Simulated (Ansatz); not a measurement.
**HCl (hydrogen chloride): from total energies to a heat of formation**

HCl has 2 atoms, charge 0, and is taken as a singlet. As SMILES, `Cl`. The shape is that of a PBE0-D4/def2-TZVP optimisation.

| atom | x (Å) | y (Å) | z (Å) |
| --- | --- | --- | --- |
| Cl | 0.5460 | -0.1785 | 0.2808 |
| H | -0.5460 | 0.1785 | -0.2808 |

Total energies at CCSD(T)/3-21G, 5 core orbitals frozen (Ansatz 0.2.0); the atoms run unrestricted:

```tsv
species	state	energy (Eh)
HCl	singlet	-457.931534
Cl	doublet	-457.311664
H	doublet	-0.496199
```

Harmonic wavenumbers at PBE0-D4/def2-TZVP, in cm⁻¹: 2997.

Measured heats of formation of the gaseous atoms at 298.15 K, in kJ/mol: Cl 121.3, H 218.0. Spin-orbit lowering of the atoms at 298 K (mean of the ground term's levels less their thermal mean, from spectra), in kJ/mol: Cl 3.44. Take 1 Eh = 2625.50 kJ/mol, 1 cm⁻¹ = 0.0119627 kJ/mol, RT = 2.479 kJ/mol.

Work out the heat of formation of the gas at 298 K.


1. Electronic atomisation energy: (-457.311664) + (-0.496199) − (-457.931534) = 0.123671 Eh = 324.7 kJ/mol.
2. Zero-point energy: half the sum of the wavenumbers, 1498.5 cm⁻¹ = 17.9 kJ/mol.
3. Thermal vibrational enthalpy, Σ hcν̃/(exp(hcν̃/kT) − 1): 0.0 kJ/mol. Translation, rotation and pV of a linear molecule: 3.5 RT = 8.7 kJ/mol.
4. The 2 free atoms carry 5/2 RT each: 12.4 kJ/mol.
5. Spin-orbit coupling lowers the free atoms by 3.44 = 3.4 kJ/mol.
6. Atomisation enthalpy at 298 K: 324.7 − 3.4 − 17.9 − 0.0 − 8.7 + 12.4 = 307.1 kJ/mol.
7. Sum of the atoms' heats of formation: 339.3 kJ/mol. Heat of formation: 339.3 − 307.1 = +32.2 kJ/mol.

The tabulated value is -92.2 kJ/mol (Active Thermochemical Tables), so this level is off by +124.4 kJ/mol, or 28.8 % of the atomisation enthalpy. Coupled cluster needs large bases for atomisation: in a finite one the molecule is underbound. A basis without polarisation functions underbinds badly. Anharmonicity and any spin-orbit splitting of the molecule are left out, and so is core correlation.
